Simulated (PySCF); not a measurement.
Geometries of 6 isomers of C4H4N2, from PySCF 2.14.0, PBE0-D3(BJ)/def2-SVP geometry optimisation, gas phase. One conformer each, no zero-point energy, no frequencies.

Task: Which isomer lies lowest at this level?
A.
```xyz
10
angstrom
N     -2.875    0.433    0.878
C     -1.949   -0.441    0.851
C     -0.558   -0.191    0.610
C      0.626    0.007    0.405
C      2.005    0.308    0.156
N      2.895   -0.602    0.137
H     -2.483    1.365    0.698
H     -2.222   -1.494    1.026
H      2.216    1.381   -0.014
H      3.810   -0.183   -0.055
```
B.
```xyz
10
angstrom
C      0.661    0.834   -0.069
C     -0.697    0.785    0.188
C     -1.286   -0.481    0.214
N     -0.610   -1.607    0.007
N      0.681   -1.561   -0.238
C      1.306   -0.387   -0.277
H      1.213    1.776   -0.110
H     -1.290    1.685    0.363
H     -2.355   -0.608    0.410
H      2.379   -0.436   -0.486
```
C.
```xyz
10
angstrom
C     -2.147   -0.178   -0.096
N     -1.059    0.449    0.109
C      0.098   -0.295    0.247
C      1.278    0.315    0.475
C      2.495   -0.404    0.627
N      3.496   -0.977    0.754
H     -3.081    0.388   -0.207
H     -2.209   -1.281   -0.170
H      0.047   -1.394    0.168
H      1.311    1.405    0.550
```
D.
```xyz
10
angstrom
C     -1.400    0.337   -0.314
C     -0.264   -0.643   -0.279
N      0.739   -0.651   -1.413
C      1.130   -0.237   -0.289
C      2.269    0.298    0.347
N      3.173    0.744    0.921
H     -1.750    0.562    0.705
H     -2.250   -0.075   -0.879
H     -1.095    1.280   -0.790
H     -0.500   -1.637    0.125
```
E.
```xyz
10
angstrom
C     -1.952   -0.496    0.185
C     -0.726    0.006   -0.016
N      0.304   -0.835   -0.405
C      1.482   -0.382   -0.601
C      1.884    0.998   -0.454
N      2.218    2.102   -0.335
H     -2.780    0.145    0.492
H     -2.134   -1.564    0.040
H     -0.521    1.079    0.125
H      2.276   -1.076   -0.907
```
F.
```xyz
10
angstrom
N     -1.788    2.005    0.424
C     -1.368    0.967    0.136
C     -0.834   -0.342   -0.226
C      0.639   -0.326   -0.401
N      1.509   -0.769   -1.179
C      1.965    0.045    0.028
H     -1.089   -1.056    0.577
H     -1.311   -0.702   -1.151
H      2.473   -0.505    0.830
H      2.355    1.050   -0.176
```

Result: B. That is `c1ccnnc1` (pyridazine), 16.8 kcal/mol below the next.

```json
{"SMILES": "c1ccnnc1", "atoms numbered as above": "[cH:1]1[cH:2][cH:3][n:4][n:5][cH:6]1", "E (Eh)": "-263.79247", "relative (kcal/mol)": "0.0", "relative (kJ/mol)": "0.0", "dipole (D)": "4.11"}
{"SMILES": "C=N/C=C/C#N", "atoms numbered as above": "[CH2:1]=[N:2]/[CH:3]=[CH:4]/[C:5]#[N:6]", "E (Eh)": "-263.76575", "relative (kcal/mol)": "16.8", "relative (kJ/mol)": "70.2", "dipole (D)": "4.38"}
{"SMILES": "C=C/N=C\\C#N", "atoms numbered as above": "[CH2:1]=[CH:2]/[N:3]=[CH:4]\\[C:5]#[N:6]", "E (Eh)": "-263.76087", "relative (kcal/mol)": "19.8", "relative (kJ/mol)": "83.0", "dipole (D)": "2.23"}
{"SMILES": "N#CCC1=NC1", "atoms numbered as above": "[N:1]#[C:2][CH2:3][C:4]1=[N:5][CH2:6]1", "E (Eh)": "-263.73715", "relative (kcal/mol)": "34.7", "relative (kJ/mol)": "145.3", "dipole (D)": "2.40"}
{"SMILES": "C[C@H]1N=C1C#N", "atoms numbered as above": "[CH3:1][C@H:2]1[N:3]=[C:4]1[C:5]#[N:6]", "E (Eh)": "-263.73571", "relative (kcal/mol)": "35.6", "relative (kJ/mol)": "149.0", "dipole (D)": "3.08"}
{"SMILES": "[H]/N=C\\C#C/C=N/[H]", "atoms numbered as above": "[H]/[N:1]=[CH:2]\\[C:3]#[C:4]/[CH:5]=[N:6]/[H]", "E (Eh)": "-263.71688", "relative (kcal/mol)": "47.4", "relative (kJ/mol)": "198.5", "dipole (D)": "2.93"}
```

As drawn, the lowest has an aromatic ring and an N–N linkage, which the highest lacks; the highest has a C≡C bond, a C=N bond and an N–H bond, which the lowest lacks.
